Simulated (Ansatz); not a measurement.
For 2H MoS2, r²SCAN-D4 (Ansatz, a program for electronic structure, PAW) gives:

| Quantity | Value |
|---|---|
| equilibrium lattice constant a | 3.174 Å |
| c axis length | 12.486 Å |

Task: What does HSE06 in Ansatz (PAW) give for the same quantities?

Result: 
- lattice constant a: 3.150 Å (falls by 0.8 %)
- lattice parameter c: 14.337 Å (goes up by 15 %)

For comparison: lattice constant a 3.16 Å (measured, 300 K, not corrected to a static lattice; as tabulated in arXiv:1605.07067); lattice parameter c 12.294 Å (measured, 300 K, not corrected to a static lattice; as tabulated in arXiv:1605.07067).

Changes are worked out from the printed values.

Unless a cell is named, each level is at its own relaxed cell (r²SCAN-D4 18.16, HSE06 20.54 Å³/atom).

The crystal itself was run without spin with r²SCAN-D4, HSE06; a magnetic state was not tried in these runs.

Caveats: the cell comes from a level without a dispersion term, which matters for the spacing of layers, chains or molecules (HSE06). Ansatz's density-functional and Hartree–Fock values are scalar-relativistic unless marked +SOC, with PAW data made under PBE.
